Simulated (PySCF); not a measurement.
Zinc-blende BP was calculated with G0W0@PBE0 (PySCF, GTH pseudopotentials, Gaussian basis, analytic continuation).

The same calculation (at the measured cell, 11.682 Å³/atom) with different numerical settings; throughout: k mesh 2×2×2:

```tsv
run	basis	gap over the k-points evaluated (eV)	rough time
1	DZ	2.505	70 core-s
2	TZ	2.239	9 core-min
3	QZ	2.244	30 core-min
```

In the column gap over the k-points evaluated (eV) the first row differs from the last by +0.261 and the next to last by -0.005.

The last row is no converged limit: other settings stay fixed.
